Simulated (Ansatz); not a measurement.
Question: Name a neutral molecule of S, Si and H with HOMO–LUMO gap (B3LYP/def2-TZVPP) between 6.50 and 6.80 eV and HOMO–LUMO gap (PBE0/def2-TZVPP) between 6.85 and 7.15 eV (Ansatz, PBE0-D4/def2-TZVP geometry).

Answer: `[SiH3][SiH2]S` (6.66 eV, 7.10 eV). Other molecules can fit too; these were computed, each in one conformer that needn't be the lowest.

B3LYP here is the variant with VWN-RPA as its local correlation; programs differ in this.
